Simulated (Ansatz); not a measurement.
P2S2⁻. The state is a doublet with charge -1. Geometry PBE0-D4/def2-TZVPD; atoms count from 1.

Cartesian coordinates in Å:
```
P 1.514 -0.534 0.096
P -0.683 -0.588 -0.169
S 0.705 0.766 -1.295
S -1.537 0.357 1.369
```

The structure comes from a short search, and lower isomers may exist.

Problem. Estimate the Mulliken populations from the PBE0/def2-TZVPD orbitals of Ansatz.

Solution. 
```
atom  charge (e)  spin (α − β)
  P1       -0.13          0.82
  P2        0.10         -0.05
  S3       -0.34          0.20
  S4       -0.64          0.03
```
Mulliken values depend strongly on the basis. With diffuse functions, as here, like atoms can get unlike values, and bond orders can come out too low or too high.

Problem. Where does the spin sit?

Solution. Summed by element: P 0.77, S 0.23, of 1 unpaired in all. Largest on single atoms: P1 0.82, S3 0.20, P2 -0.05.

Problem. And the Mayer bond orders between heavy atoms (over 0.3)?

Solution. P1–P2 0.91 (2.21 Å); P1–S3 1.34 (2.07 Å); P2–S3 0.82 (2.24 Å); P2–S4 1.62 (2.00 Å).
